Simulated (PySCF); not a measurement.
**BP⁻: from constants to spectrum**

ROHF-CCSD(T) constants of BP⁻, ²Σ⁺ (doublet), unpaired electrons σ ↑ (PySCF, no relativity, basis sets B aug-pcseg-1, P aug-pcseg-1; masses 11.0093 and 30.9738 u):

```
ωe   : 1006.5 cm⁻¹
ωexe : 5.71 cm⁻¹
Be   : 0.69753 cm⁻¹
αe   : 0.00535 cm⁻¹
```

Problem. What force constant and bond length do these constants imply?

Solution. Reduced mass μred = 8.1223 u; k = 5.8918×10⁻⁷·μred·ωe² (u, cm⁻¹, mdyn/Å) = 4.85 mdyn/Å; Re = √(16.8576/(μred·Be)) (u, cm⁻¹, Å) = 1.725 Å.

Problem. Estimate the centrifugal constant D from the Kratzer relation and find the Dunham coefficient a1.

Solution. D = 4Be³/ωe² = 1.34e-06 cm⁻¹; a1 = −1 − αeωe/(6Be²) = -2.84.

Correlated steps freeze 6 core orbitals. The CCSD T1 diagnostic is raised, a sign that a single reference may not be enough here. The state is the lowest determinant that a PBE0 search found; another state may lie lower at other levels.
